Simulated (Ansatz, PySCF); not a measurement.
Breaking a bond: C2H3F, SMILES C=CF. The C2–F6 bond (C2 also carries C, H; F6 carries nothing else) is varied alone, starting from the PBE0/def2-TZVP optimised geometry.

- UHF/cc-pVTZ (Ansatz, a program for electronic structure)
- RHF/cc-pVTZ (Ansatz)
- UKS-PBE = unrestricted PBE/cc-pVTZ run with Ansatz
- RKS-PBE = restricted PBE/cc-pVTZ (Ansatz)
- UKS-B3LYP = unrestricted B3LYP/cc-pVTZ in Ansatz
- RKS-B3LYP = restricted B3LYP/cc-pVTZ run with Ansatz
- UKS-B3LYP/6-31G* = unrestricted B3LYP/6-31G*, spherical d run with PySCF
- RKS-B3LYP/6-31G* = restricted B3LYP/6-31G*, spherical d run with PySCF
- UKS-LDA (SVWN5)/6-31G* = PySCF 2.14.0 with unrestricted LDA (SVWN5)/6-31G*, spherical d
- RKS-LDA (SVWN5)/6-31G* = restricted LDA (SVWN5)/6-31G*, spherical d run with PySCF
- UKS-BP86/6-31G* = PySCF 2.14.0 with unrestricted BP86/6-31G*, spherical d
- RKS-BP86/6-31G* = restricted BP86/6-31G*, spherical d (PySCF)
- UKS-B3LYP/3-21G = unrestricted B3LYP/3-21G (PySCF)
- RKS-B3LYP/3-21G = PySCF with restricted B3LYP/3-21G

Scanned distances (Å): 1.06, 1.13, 1.20, 1.25, 1.31, 1.34, 1.36, 1.44, 1.48, 1.55, 1.65, 1.82, 1.99, 2.21, 2.40, 2.72, 2.89, 3.28, 3.65, 4.00, 4.65.

### Question
Where does the unrestricted solution first break spin symmetry (<S²> of 0.01 or more)?

### Answer
UHF: between 1.65 and 1.82 Å; UKS-PBE: between 2.21 and 2.40 Å; UKS-B3LYP: between 1.99 and 2.21 Å; UKS-B3LYP/6-31G*: between 1.99 and 2.21 Å; UKS-LDA (SVWN5)/6-31G*: between 2.40 and 2.72 Å; UKS-BP86/6-31G*: between 2.21 and 2.40 Å; UKS-B3LYP/3-21G: between 1.99 and 2.21 Å.

```csv
R / Å,<S²> UHF,E(RHF) − E(UHF) / mEh,<S²> UKS-PBE,E(RKS-PBE) − E(UKS-PBE) / mEh,<S²> UKS-B3LYP,E(RKS-B3LYP) − E(UKS-B3LYP) / mEh,<S²> UKS-B3LYP/6-31G*,E(RKS-B3LYP/6-31G*) − E(UKS-B3LYP/6-31G*) / mEh,<S²> UKS-LDA (SVWN5)/6-31G*,E(RKS-LDA (SVWN5)/6-31G*) − E(UKS-LDA (SVWN5)/6-31G*) / mEh,<S²> UKS-BP86/6-31G*,E(RKS-BP86/6-31G*) − E(UKS-BP86/6-31G*) / mEh,<S²> UKS-B3LYP/3-21G,E(RKS-B3LYP/3-21G) − E(UKS-B3LYP/3-21G) / mEh
1.06,0.00,0.0,0.00,0.0,0.00,0.0,0.00,0.0,0.00,0.0,0.00,0.0,0.00,0.0
1.13,0.00,0.0,0.00,0.0,0.00,0.0,0.00,0.0,0.00,0.0,0.00,0.0,0.00,0.0
1.20,0.00,0.0,0.00,0.0,0.00,0.0,0.00,0.0,0.00,0.0,0.00,0.0,0.00,0.0
1.25,0.00,0.0,0.00,0.0,0.00,0.0,0.00,0.0,0.00,0.0,0.00,0.0,0.00,0.0
1.31,0.00,0.0,0.00,0.0,0.00,0.0,0.00,0.0,0.00,0.0,0.00,0.0,0.00,0.0
1.34,0.00,0.0,0.00,0.0,0.00,0.0,0.00,0.0,0.00,0.0,0.00,0.0,0.00,0.0
1.36,0.00,0.0,0.00,0.0,0.00,0.0,0.00,0.0,0.00,0.0,0.00,0.0,0.00,0.0
1.44,0.00,0.0,0.00,0.0,0.00,0.0,0.00,0.0,0.00,0.0,0.00,0.0,0.00,0.0
1.48,0.00,0.0,0.00,0.0,0.00,0.0,0.00,0.0,0.00,0.0,0.00,0.0,0.00,0.0
1.55,0.00,0.0,0.00,0.0,0.00,0.0,0.00,0.0,0.00,0.0,0.00,0.0,0.00,0.0
1.65,0.00,0.0,0.00,0.0,0.00,0.0,0.00,0.0,0.00,0.0,0.00,0.0,0.00,0.0
1.82,0.26,1.0,0.00,0.0,0.00,0.0,0.00,0.0,0.00,0.0,0.00,0.0,0.00,0.0
1.99,0.77,17.8,0.00,0.0,0.00,0.0,0.00,0.0,0.00,0.0,0.00,0.0,0.00,0.0
2.21,1.03,50.6,0.00,0.0,0.09,0.2,0.15,0.7,0.00,0.0,0.00,0.0,0.20,1.2
2.40,1.12,78.4,0.07,0.1,0.38,5.0,0.43,6.8,0.00,0.0,0.10,0.2,0.50,9.1
2.72,1.18,117.9,0.46,5.9,0.63,17.7,0.68,21.8,0.33,2.1,0.50,6.9,0.76,27.9
2.89,1.20,135.2,0.56,10.0,0.71,24.3,0.76,29.5,0.48,—,0.61,—,0.84,37.7
3.28,1.21,167.0,0.69,18.1,0.82,37.0,0.87,44.7,0.67,—,0.74,—,0.94,56.9
3.65,1.21,189.7,0.75,23.5,0.87,45.9,0.92,55.0,0.74,—,0.80,—,0.99,69.4
4.00,1.22,206.1,0.78,27.0,0.91,52.1,0.95,61.6,0.78,—,0.82,—,1.01,76.6
4.65,1.22,227.2,0.81,30.8,0.94,59.4,0.98,68.4,0.80,—,1.00,—,1.01,82.6
```

Dashes: no converged value, or the column stops at the first point that the program doubted or that broke a chosen test of continuity, which isn't proof of a fault.
